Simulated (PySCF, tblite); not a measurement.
# C2H3F2O radical: geometry, infrared bands and EPR parameters

What infrared bands and EPR parameters should C2H3F2O radical (`OC[C](F)F`) show?

Programs: tblite 0.8.0 and PySCF 2.14.0, with density-fitted response routines of our own. Each step states its level of theory. These are calculated values for one molecule in the gas phase, unless marked as measured. Atoms count from 0, in the outputs and in this text.

## 1. The molecule as given

8 atoms, charge 0, multiplicity 2; geometry from: force field or distance geometry start.

Bonds of the start (Å): O0–C1 1.42, C1–C2 1.50, C2–F3 1.33, C2–F4 1.34, O0–H5 0.97, C1–H6 1.09, C1–H7 1.08.

## 2. Relaxing the molecule with GFN2-xTB

What the job is given:

```
{"job": {"kind": "relax", "xc": "GFN2-xTB", "basis": "xTB"}, "charge": 0, "multiplicity": 2}
O     -1.382700     0.288100     0.539500
C     -0.445500    -0.071000    -0.464100
C      0.958600     0.106700     0.047400
F      1.255300    -0.205800     1.310800
F      1.919400     0.532000    -0.784700
H     -1.081300    -0.067500     1.387000
H     -0.605700    -1.119700    -0.725200
H     -0.609200     0.546600    -1.335200
```

Command:

```console
OMP_NUM_THREADS=1 python probes_run.py task.json out
```

The driver reads the jobs from task.json and runs them one after another.

**Question.** This job is followed by: GFN2-xTB harmonic vibrations, gas phase; UKS B3LYP, pcH-1 on C F H O, non-relativistic, mean-field spin-orbit, GIAO. What will the session give for the following? strongest single infrared mode (GFN2-xTB); zero-point energy (GFN2-xTB); g(iso) (B3LYP); ⟨S²⟩; largest a(iso) (averaged by class); surface potential, 1st and 99th percentile.

The runs gave:

```
                                 quantity                  value
strongest single infrared mode (GFN2-xTB)  1143 cm⁻¹, 160 km/mol
             zero-point energy (GFN2-xTB)          30.9 kcal/mol
                           g(iso) (B3LYP)                2.00370
                                     ⟨S²⟩     0.752 (exact 0.75)
       largest a(iso) (averaged by class)   13C on C2, 394.0 MHz
    surface potential, 1st and 99th percentile     -1.31 V and 2.29 V
```

Over 51 steps the energy fell by 0.220 eV; of the close pairs, O0–C1 changed most, 1.419 to 1.393 Å. No mode is imaginary among the 18: a minimum at this level. The strongest single mode, at 1143 cm⁻¹, is spread over many atoms; the largest shares are those of C2, C1. Unscaled tight-binding wavenumbers are off by several per cent, some by more. Its intensities can rank the bands wrongly. C2 carries the largest spin population, 0.84 e. The isotropic g lies 1.4 ppt above the free-electron value.
